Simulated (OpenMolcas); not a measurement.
# SiH3 (silyl radical) at 6 levels

We compute a comparison of 6 runs (U-r2SCAN/6-31G, UM06-2X/6-31G, UPBE/6-31G, UPBE0/6-31G, ROMP2/6-31G, ROCCSD(T)/6-31G) of SiH3 (silyl radical). 

The results are computed with OpenMolcas 26.06.

1 further run of the same task is left out (set aside as unsound or not needed).

### Step 1. The structure to begin with

The species is SiH3 (4 atoms), meant as a doublet with charge 0. As SMILES, `[SiH3]`. The Si1–H4 distance was set to 1.858 Å, away from the relaxed value.

Bond lengths: Si1–H2 1.486 Å, Si1–H3 1.486 Å. Angles: H2–Si1–H3 111.2°. A long bond or contact: Si1–H4 1.858 Å.

### Step 2. A single-point energy at U-r2SCAN/6-31G (run 1)

File calc.inp:

```
* H3Si Kohn-Sham DFT

&GATEWAY
 BASLIB
 $CurrDir
 COORD
 4
 angstrom
 Si       0.524476      -0.224462       0.049986
 H        0.789846       0.467738       1.337916
 H        0.006656      -1.599212       0.274146
 H       -0.628890       0.763250      -1.019990
 BASIS
 6-31G
 GROUP
 NoSym

&SEWARD
 GRIDINPUT
 Grid=UltraFine
 End of Grid

&SCF
 UHF
 SPIN
 2
 KSDFT
 2
 1.0 MGGA_X_R2SCAN
 1.0 MGGA_C_R2SCAN
 THRESHOLDS
 1e-10 1e-07 1e-07 1e-05
 PRORBITALS
 1 1
```

The basis set 6-31G is read from a file made from the Basis Set Exchange's data (not shown).

Command:

```bash
$ export MOLCAS_MEM=1860
$ pymolcas calc.inp > calc.log
```

What it wrote:

```text
--- Start Module: gateway ---
[...]
--- Stop Module: gateway /rc=_RC_ALL_IS_WELL_ ---
--- Start Module: seward ---
[...]
      Basis functions           19
--- Stop Module: seward /rc=_RC_ALL_IS_WELL_ ---
--- Start Module: scf ---
[...]
       Convergence after  13 Iterations
[...]
::    Total KS-DFT energy                            -291.1302626676
[...]
      Total spin, S                                     0.5016102569
[...]
      Total electronic charge=   17.000000
      Total            charge=   -0.000000
[...]
      Dipole Moment (debye):
      Origin of the operator (angstrom)=    0.4788   -0.2145    0.0644
                   X=  3.3640E-01               Y= -3.3173E-01               Z=  3.9687E-01           Total=  6.1702E-01
      Quadrupole Moment (debye*angstrom):
[...]
--- Stop Module: scf /rc=_RC_ALL_IS_WELL_ ---
[...]
```

It took 6.9 s on 1 thread of Arm Neoverse V2, shared host; peak memory 0.37 GiB.

### Step 3. A single-point energy at UM06-2X/6-31G (run 2)

File calc.inp:

```
&GATEWAY
  BasLib=$CurrDir
  Coord
  4
  angstrom
  Si       0.524476      -0.224462       0.049986
  H        0.789846       0.467738       1.337916
  H        0.006656      -1.599212       0.274146
  H       -0.628890       0.763250      -1.019990
  Basis=6-31G
  Group=NoSym

&SEWARD
  GridInput
  Grid=UltraFine
  End of Grid

&SCF
  UHF
  Spin=2
  KSDFT=M062X
  Thresholds=1e-10 1e-07 1e-07 1e-05
  PrOrbitals=1 1
```

The basis set 6-31G is read from a file made from the Basis Set Exchange's data (not shown).

Command:

```bash
$ export MOLCAS_MEM=1860
$ pymolcas calc.inp > calc.log
```

What it wrote:

```text
--- Start Module: gateway ---
[...]
--- Stop Module: gateway /rc=_RC_ALL_IS_WELL_ ---
--- Start Module: seward ---
[...]
      Basis functions           19
--- Stop Module: seward /rc=_RC_ALL_IS_WELL_ ---
--- Start Module: scf ---
[...]
       Convergence after  12 Iterations
[...]
::    Total KS-DFT energy                            -291.1210316907
[...]
      Total spin, S                                     0.5010010579
[...]
      Total electronic charge=   17.000000
      Total            charge=   -0.000000
[...]
      Dipole Moment (debye):
      Origin of the operator (angstrom)=    0.4788   -0.2145    0.0644
                   X=  4.1521E-01               Y= -3.4148E-01               Z=  3.5777E-01           Total=  6.4576E-01
      Quadrupole Moment (debye*angstrom):
[...]
--- Stop Module: scf /rc=_RC_ALL_IS_WELL_ ---
[...]
```

Run time: 6.3 s. Hardware: 1 thread of Arm Neoverse V2, shared host; peak memory 0.37 GiB.

Run 3 isn't shown in full; the table further down has it.

### Step 4. A single-point energy at UPBE0/6-31G (run 4)

File calc.input:

```
&gateway
  baslib=$CurrDir
  coord
  4
  angstrom
  Si       0.524476      -0.224462       0.049986
  H        0.789846       0.467738       1.337916
  H        0.006656      -1.599212       0.274146
  H       -0.628890       0.763250      -1.019990
  basis=6-31G
  group=NoSym

&seward
  gridinput
  Grid=UltraFine
  End of Grid

&scf
  uhf
  spin=2
  ksdft=PBE0
  thresholds=1e-10 1e-07 1e-07 1e-05
  prorbitals=1 1
```

The basis set 6-31G is read from a file made from the Basis Set Exchange's data (not shown).

Command:

```bash
$ export MOLCAS_MEM=1860
$ pymolcas calc.input > calc.log
```

What it wrote:

```text
--- Start Module: gateway ---
[...]
--- Stop Module: gateway /rc=_RC_ALL_IS_WELL_ ---
--- Start Module: seward ---
[...]
      Basis functions           19
--- Stop Module: seward /rc=_RC_ALL_IS_WELL_ ---
--- Start Module: scf ---
[...]
       Convergence after  12 Iterations
[...]
::    Total KS-DFT energy                            -291.0307477874
[...]
      Total spin, S                                     0.5008996077
[...]
      Total electronic charge=   17.000000
      Total            charge=   -0.000000
[...]
      Dipole Moment (debye):
      Origin of the operator (angstrom)=    0.4788   -0.2145    0.0644
                   X=  3.0886E-01               Y= -3.3006E-01               Z=  4.1389E-01           Total=  6.1289E-01
      Quadrupole Moment (debye*angstrom):
[...]
--- Stop Module: scf /rc=_RC_ALL_IS_WELL_ ---
[...]
```

Wall time 4.8 s (1 thread of Arm Neoverse V2, shared host); peak memory 0.37 GiB.

Run 5 isn't shown in full; the table further down has it.

### Step 5. The energy at ROCCSD(T)/6-31G (run 6)

File calc.input:

```
* H3Si CCSD(T)

&GATEWAY
 BasLib=$CurrDir
 Coord
 4
 angstrom
 Si       0.524476      -0.224462       0.049986
 H        0.789846       0.467738       1.337916
 H        0.006656      -1.599212       0.274146
 H       -0.628890       0.763250      -1.019990
 Basis=6-31G
 Group=NoSym

&SEWARD

&SCF
 UHF
 Spin=2
 Thresholds=1e-10 1e-07 1e-07 1e-05
 PrOrbitals=1 1

&RASSCF
 FileOrb=$Project.UnaOrb
 Spin=2
 Nactel=1 0 0
 Inactive=8
 Ras2=1
 OutOrbitals=Canonical
 OrbListing=Nothing

&MOTRA
 JobIph
 Frozen=5

&CCSDT
 CCT
 Triples=3
 Iterations=80
 Accuracy=1e-08
 Extrapolation=5 4
```

The basis set 6-31G is read from a file made from the Basis Set Exchange's data (not shown).

Command:

```bash
$ export MOLCAS_MEM=1860
$ pymolcas calc.input > calc.log
```

What it wrote:

```text
--- Start Module: gateway ---
[...]
--- Stop Module: gateway /rc=_RC_ALL_IS_WELL_ ---
[...]
      Basis functions           19
[...]
       Convergence after  15 Iterations
[...]
::    Total SCF energy                               -290.5391120438
[...]
      Total spin, S                                     0.5034036992
[...]
      Number of active orbitals                  1
[...]
      Spin quantum number                      0.5
[...]
      Active orbitals                            1
[...]
      Number of CSFs                             1
[...]
      Number of root(s) required                 1
[...]
      Convergence after  7 iterations
[...]
      printout of CI-coefficients larger than  0.05 for root  1
      energy=    -290.538315
      conf/sym  1     Coeff  Weight
             1  u   1.00000 1.00000
      Natural orbitals and occupation numbers for root  1
      sym 1:   1.000000
      ************************************************************************************************************************
      *                                                    Final results                                                     *
[...]
::    RASSCF root number  1 Total energy:   -290.53831524
[...]
      Total electronic charge=   17.000000
      Total            charge=   -0.000000
[...]
      Dipole Moment (debye):
      Origin of the operator (angstrom)=    0.4788   -0.2145    0.0644
                   X=  6.3297E-01               Y= -4.2449E-01               Z=  3.5874E-01           Total=  8.4234E-01
      Quadrupole Moment (debye*angstrom):
[...]
--- Start Module: motra ---
[...]
--- Start Module: ccsdt ---
[...]
      Convergence after                    18  Iterations
      Total energy (diff) :    -290.61441221       0.00000000
[...]
 METHOD                       : CCSD+T(CCSD)+<T3(1)WT1>+<T3(1)UT2> = CCSD(T)
[...]
       CCSD     =      -290.6144122130753
[...]
```

Run time: 2.7 s. Hardware: 1 thread of Arm Neoverse V2, shared host; peak memory 0.37 GiB.

### Step 6. The series

```tsv
run	level	integration grid	frozen core orbitals	energy (Eh)	dipole moment (D)	HOMO energy (eV)	LUMO energy (eV)	wall time
1	U-r2SCAN/6-31G	UltraFine	–	-291.130263	0.62	-5.80	-3.23	6.9 s
2	UM06-2X/6-31G	UltraFine	–	-291.121032	0.65	-7.29	-2.43	6.3 s
3	UPBE/6-31G	UltraFine	–	-291.003320	0.58	-5.41	-3.70	5.1 s
4	UPBE0/6-31G	UltraFine	–	-291.030748	0.61	-6.53	-2.80	4.8 s
5	ROMP2/6-31G	–	5	-290.592348	–	–	–	2.6 s
6	ROCCSD(T)/6-31G	–	5	-290.615393	–	–	–	2.7 s
```

### Step 7. Summary of results

| quantity | value |
| --- | --- |
| run 6: total energy | -290.61539 Eh |
| run 6: (T) correction | -0.98 mEh |

**Reading.** Over runs 1, 2, 3, 4 the dipole moment (its size) runs from 0.58 D (UPBE/6-31G) to 0.65 D (UM06-2X/6-31G). Totals of different functionals can't be ranked against each other. All runs together took 28 s, the longest 6.9 s.
